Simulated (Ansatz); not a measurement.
TiN (rock salt): values from a third-order Birch-Murnaghan fit to a volume scan beside measured ones. Computed values: PBE (plane waves to 420 eV, PAW, scalar-relativistic; Ansatz, a quantum-chemistry and plane-wave program). TiN is run without spin polarisation. TiN was relaxed with its symmetry unable to fall.

| quantity | reference | kind |
|---|---|---|
| Lattice constant a (Å) | 4.239 | measured, room temperature or unstated |
| Bulk modulus B₀ (GPa) | 288 | measured, room temperature or unstated |

References as given in: Guo-Xu Zhang, Anthony M Reilly, Alexandre Tkatchenko et al., New Journal of Physics (2018), doi:10.1088/1367-2630/aac7f0; V. Krasnenko, M.G. Brik, Solid State Sciences (2013), arXiv:1306.3139. Values not taken to low temperature hold thermal and zero-point shifts that a static calculation lacks, so small differences there are no errors of the method.

Question: Estimate the PBE values and the sign and size of each difference.

Answer: 
```
quantity                  PBE  difference
----------------------  -----  ----------
Lattice constant a (Å)  4.247      +0.2 %
Bulk modulus B₀ (GPa)     276      -4.1 %
```



(A scan under strain: stresses follow from slopes of the energy per volume, elastic moduli from its curvatures.)
